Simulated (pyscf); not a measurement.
Structures and frequencies: ωB97X-D3(BJ)/def2-SVP in PySCF.

Problem. Estimate by transition-state theory (the high-pressure limit) the rate constant of `[CH2]=[CH][CH3]` + `[CH3]` [doublet] → `[CH3][CH][CH2][CH3]` [doublet] (doublet surface; none broken, C–C formed) at 298 K, with ωB97M-D3(BJ)/def2-TZVP energies (ideal gas, 1 atm, RRHO with modes under 100 cm⁻¹ raised to 100, one conformer, R ln 2 for chiral ones without a mode under 150 cm⁻¹; no tunnelling).

Solution. The electronic barrier is 5.6 kcal/mol and the thermal terms add +10.3, so ΔG‡ = 15.8 kcal/mol. With k_BT/h = 6.21e+12 s⁻¹ and RT = 0.592 kcal/mol, and a volume of 4.06e-20 cm³ per molecule at 1 atm, k = 6.1e-19 cm³ molecule⁻¹ s⁻¹. The product is born with the 33 kcal/mol of the reverse barrier and needs collisions to keep. Wigner's tunnelling factor for 450i cm⁻¹ would be 1.20. A shift of 1 kcal/mol in the barrier changes k by a factor 5.4. One saddle was located; it need not be the lowest between these sides.
